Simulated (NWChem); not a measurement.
Program: NWChem. System: trifluoromethane (CHF₃), charge 0, spin multiplicity 1, at a geometry optimised with PBE0/def2-SVP. Level: constrained PBE0/def2-SVP.

The NWChem input:

```
start mol
memory heap 200 mb stack 900 mb global 1100 mb
geometry units angstroms nocenter noautoz noautosym
  F      0.077835    -0.630672     1.078383
  C     -0.331824     0.026153     0.000000
  F      0.077835    -0.630672    -1.078383
  F      0.224611     1.231370     0.000000
  H     -1.431582     0.112843     0.000000
end
basis spherical
  * library def2-svp
end
dft
  xc pbe0
  semidirect memsize 60000000 filesize 0
  iterations 100
  convergence nolevelshifting
  cdft 4 4 charge 0.6 pop becke
end
task dft energy
```

NWChem printed:

```
             Northwest Computational Chemistry Package (NWChem) 7.3.0
             --------------------------------------------------------

                                NWChem Input Module
                                -------------------

 Scaling coordinates for geometry "geometry" by  1.889725989
 (inverse scale =  0.529177249)

                             Geometry "geometry" -> ""
                             -------------------------

 Output coordinates in angstroms (scale by  1.889725989 to convert to a.u.)

  No.       Tag          Charge          X              Y              Z
 ---- ---------------- ---------- -------------- -------------- --------------
    1 F                    9.0000     0.07783500    -0.63067200     1.07838300
    2 C                    6.0000    -0.33182400     0.02615300     0.00000000
    3 F                    9.0000     0.07783500    -0.63067200    -1.07838300
    4 F                    9.0000     0.22461100     1.23137000     0.00000000
    5 H                    1.0000    -1.43158200     0.11284300     0.00000000

 Effective nuclear repulsion energy (a.u.)     134.2283782719

            Nuclear Dipole moment (a.u.)
            ----------------------------
        X                 Y               Z
 ---------------- ---------------- ----------------
     0.0000056692    -0.0000094486     0.0000000000


 Summary of "ao basis" -> "" (spherical)
 ------------------------------------------------------------------------------
       Tag                 Description            Shells   Functions and Types
 ---------------- ------------------------------  ------  ---------------------
 *                          def2-svp                  on all atoms

                                 NWChem DFT Module
                                 -----------------

 Summary of "ao basis" -> "ao basis" (spherical)
 ------------------------------------------------------------------------------
       Tag                 Description            Shells   Functions and Types
 ---------------- ------------------------------  ------  ---------------------
 F                          def2-svp                 6       14   3s2p1d
 C                          def2-svp                 6       14   3s2p1d
 H                          def2-svp                 3        5   2s1p

 Summary of "ao basis" -> "ao basis" (spherical)
 ------------------------------------------------------------------------------
       Tag                 Description            Shells   Functions and Types
 ---------------- ------------------------------  ------  ---------------------
 F                          def2-svp                 6       14   3s2p1d
 C                          def2-svp                 6       14   3s2p1d
 H                          def2-svp                 3        5   2s1p

            General Information
            -------------------
          SCF calculation type: DFT
          Wavefunction type:  closed shell.
          No. of atoms     :     5
          No. of electrons :    34
           Alpha electrons :    17
            Beta electrons :    17
          Charge           :     0
          Spin multiplicity:     1
          Use of symmetry is: off; symmetry adaption is: off
          Maximum number of iterations: 100
          AO basis - number of functions:    61
                     number of shells:    27
          Convergence on energy requested:  1.00D-06
          Convergence on density requested:  1.00D-05
          Convergence on gradient requested:  5.00D-04
[...]
 Nuclear repulsion energy =      134.228378271949

 Numeric. integr. density =       34.000004574752

     Total iterative time =      1.6s

                       DFT Final Molecular Orbital Analysis
                       ------------------------------------

 Vector   15  Occ=2.000000D+00  E=-2.076819D-01
              MO Center=  2.9D-02,  6.9D-01,  5.8D-08, r^2= 1.5D+00
   Bfn.  Coefficient  Atom+Function         Bfn.  Coefficient  Atom+Function
  ----- ------------  ---------------      ----- ------------  ---------------
    47      0.421226  4 F  py                19      0.353342  2 C  py
    18      0.246941  2 C  px                16      0.240861  2 C  s
    44     -0.237192  4 F  s                 45     -0.234769  4 F  s
     5      0.176106  1 F  py                33      0.176106  3 F  py
    50     -0.175405  4 F  py                46      0.174313  4 F  px

 Vector   16  Occ=2.000000D+00  E=-2.598710D-02
              MO Center=  1.4D-01,  9.9D-01, -8.6D-09, r^2= 8.9D-01
   Bfn.  Coefficient  Atom+Function         Bfn.  Coefficient  Atom+Function
  ----- ------------  ---------------      ----- ------------  ---------------
    48      0.656850  4 F  pz                51     -0.310709  4 F  pz
    23     -0.299439  2 C  pz                20     -0.187028  2 C  pz
     3      0.152951  1 F  s                 31     -0.152951  3 F  s
     5     -0.144131  1 F  py                33      0.144131  3 F  py
     8      0.116721  1 F  py                36     -0.116721  3 F  py

 Vector   17  Occ=2.000000D+00  E=-1.861669D-02
              MO Center=  1.4D-02,  9.6D-01,  1.7D-08, r^2= 1.2D+00
   Bfn.  Coefficient  Atom+Function         Bfn.  Coefficient  Atom+Function
  ----- ------------  ---------------      ----- ------------  ---------------
    46      0.588526  4 F  px                58     -0.511281  5 H  s
    21     -0.291036  2 C  px                47     -0.286963  4 F  py
    49     -0.285465  4 F  px                22      0.225161  2 C  py
    17      0.174847  2 C  s                 57     -0.151697  5 H  s
    50      0.148242  4 F  py                 3      0.129933  1 F  s

 Vector   18  Occ=0.000000D+00  E= 1.678577D-01
              MO Center= -1.8D+00,  2.1D-01,  7.7D-11, r^2= 2.2D+00
   Bfn.  Coefficient  Atom+Function         Bfn.  Coefficient  Atom+Function
  ----- ------------  ---------------      ----- ------------  ---------------
    58      2.235539  5 H  s                 17     -1.713493  2 C  s
    21      0.837963  2 C  px                18      0.338569  2 C  px
    16     -0.195188  2 C  s                 46      0.178876  4 F  px
    49     -0.148799  4 F  px                 3      0.124052  1 F  s
    31      0.124052  3 F  s                  7     -0.112260  1 F  px

 Vector   19  Occ=0.000000D+00  E= 3.083359D-01
              MO Center= -4.1D-01,  2.2D-01, -5.7D-07, r^2= 1.9D+00
   Bfn.  Coefficient  Atom+Function         Bfn.  Coefficient  Atom+Function
  ----- ------------  ---------------      ----- ------------  ---------------
    23      1.137773  2 C  pz                 3     -0.567323  1 F  s
    31      0.567325  3 F  s                 20      0.551073  2 C  pz
    51     -0.371267  4 F  pz                48      0.321872  4 F  pz
     8     -0.243284  1 F  py                36      0.243284  3 F  py
     9      0.155623  1 F  pz                37      0.155624  3 F  pz

 Vector   20  Occ=0.000000D+00  E= 3.114206D-01
              MO Center= -3.0D-01, -3.6D-01,  5.6D-07, r^2= 1.9D+00
   Bfn.  Coefficient  Atom+Function         Bfn.  Coefficient  Atom+Function
  ----- ------------  ---------------      ----- ------------  ---------------
    22      1.098990  2 C  py                17     -0.993404  2 C  s
     3      0.650419  1 F  s                 31      0.650417  3 F  s
    19      0.417602  2 C  py                 9     -0.386967  1 F  pz
    37      0.386967  3 F  pz                45     -0.287833  4 F  s
    46     -0.272987  4 F  px                49      0.260844  4 F  px

     ---------------------------------------------
      Total Density - Mulliken Population Analysis
     ---------------------------------------------

    Atom       Charge   Shell Charges
 -----------   ------   -------------------------------------------------------
    1 F    9     9.30   1.99  1.13  0.78  3.37  2.03  0.01
    2 C    6     6.05   1.99  1.00  0.02  2.19  0.65  0.21
    3 F    9     9.30   1.99  1.13  0.78  3.37  2.03  0.01
    4 F    9     8.08   1.99  1.25  0.64  2.96  1.23  0.01
    5 H    1     1.26   0.80  0.43  0.03

     -------------------------------------------
      Total Density - Lowdin Population Analysis
     -------------------------------------------

    Atom       Charge   Shell Charges
 -----------   ------   -------------------------------------------------------
    1 F    9     9.19   1.98  1.02  0.75  3.26  2.17  0.01
    2 C    6     6.21   1.96  0.63  0.31  1.90  0.99  0.42
    3 F    9     9.19   1.98  1.02  0.75  3.26  2.17  0.01
    4 F    9     8.24   1.98  1.09  0.69  2.78  1.68  0.02
    5 H    1     1.17   0.69  0.39  0.09

 center of mass
 --------------
 x =   0.04859243 y =  -0.00383047 z =   0.00000000

 moments of inertia (a.u.)
 ------------------
         314.708867137192         -11.163379392329           0.000000000000
         -11.163379392329         173.967913645480           0.000000000000
           0.000000000000           0.000000000000         173.088581129098

     Multipole analysis of the density
     ---------------------------------

     L   x y z        total         alpha         beta         nuclear
     -   - - -        -----         -----         ----         -------
     0   0 0 0     -0.000000    -17.000000    -17.000000     34.000000

     1   1 0 0      0.677239      0.338617      0.338617      0.000006
     1   0 1 0      2.281846      1.140928      1.140928     -0.000009
     1   0 0 1      0.000000      0.000000      0.000000      0.000000

     2   2 0 0    -16.479715    -14.084208    -14.084208     11.688701
     2   1 1 0      1.064677     -1.953139     -1.953139      4.970956
     2   1 0 1      0.000000      0.000000      0.000000      0.000000
     2   0 2 0    -11.675667    -43.017497    -43.017497     74.359327
     2   0 1 1     -0.000000     -0.000000     -0.000000      0.000000
     2   0 0 2    -17.918123    -46.334496    -46.334496     74.750868

 Task  times  cpu:        1.7s     wall:        1.7s

 Total times  cpu:        1.8s     wall:        1.8s
```
